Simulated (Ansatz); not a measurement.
Geometry optimisation, RKS PBE/def2-SVP (Ansatz).

Input file:

```yaml
crystal:
  periodic: [false, false, false]
  atoms:
    - { symbol: B, position_ang: [0.001498, -0.433851, -0.305233] }
    - { symbol: F, position_ang: [0.36293, 0.244665, 2.087491] }
    - { symbol: H, position_ang: [0.944866, 0.155845, -0.79199] }
    - { symbol: H, position_ang: [-1.099585, 0.074148, -0.400819] }
    - { symbol: Si, position_ang: [0.135759, -2.255857, 0.43652] }
    - { symbol: H, position_ang: [-0.556263, -3.274778, -0.435661] }
    - { symbol: H, position_ang: [1.518466, -2.761364, 0.748243] }
    - { symbol: H, position_ang: [-0.632004, -2.279107, 1.755135] }
    - { symbol: H, position_ang: [-0.191367, -0.4541, 2.363714] }
basis:
  gaussian: { orbitals: def2-SVP }
hamiltonian:
  xc: pbe
relax:
  f_tol: 0.03
  max_steps: 50
```

Launched with:

```bash
$ ansatz run input.yaml --threads 1 --pin off --max-ram 2048MiB --backend cpu --events-out ev --progress --plain --runs-dir out
```

Question: Where does it end, and by what steps?

Answer: The forces met the threshold. The force dipped under the threshold on the way, but the program's further checks kept it going. After 13 steps the energy has fallen by 0.234 eV; F2 moved furthest, 0.73 Å.

| step | energy less start (eV) | largest force component (eV/Å) | accepted |
| --- | --- | --- | --- |
| 0 | 0.0000 | 0.642 | yes |
| 1 | -0.0730 | 0.429 | yes |
| 2 | -0.1529 | 0.480 | yes |
| 3 | -0.1774 | 0.179 | yes |
| 4 | -0.2019 | 0.187 | yes |
| 5 | -0.2104 | 0.375 | yes |
| 6 | -0.2132 | 0.306 | yes |
| 7 | -0.2123 | 0.325 | no |
| 8 | -0.2280 | 0.301 | yes |
| 9 | -0.2302 | 0.168 | yes |
| 10 | -0.2300 | 0.175 | no |
| 11 | -0.2326 | 0.036 | yes |
| 12 | -0.2335 | 0.013 | yes |
| 13 | -0.2338 | 0.025 | yes |

```xyz
9
Properties=species:S:1:pos:R:3
B 0.071 -0.285 -0.044
F -0.220 0.227 1.647
H 1.109 0.291 -0.308
H -0.950 0.076 -0.596
Si 0.188 -2.260 0.436
H -0.855 -3.219 -0.075
H 1.523 -2.961 0.438
H -0.151 -2.157 1.963
H -0.230 -0.696 1.996
```

Whether the end is a true minimum wasn't checked by a vibrational analysis.

Run time: 29 s on 1 thread of Arm Neoverse V1, with other jobs on the host, peak memory 0.13 GiB.
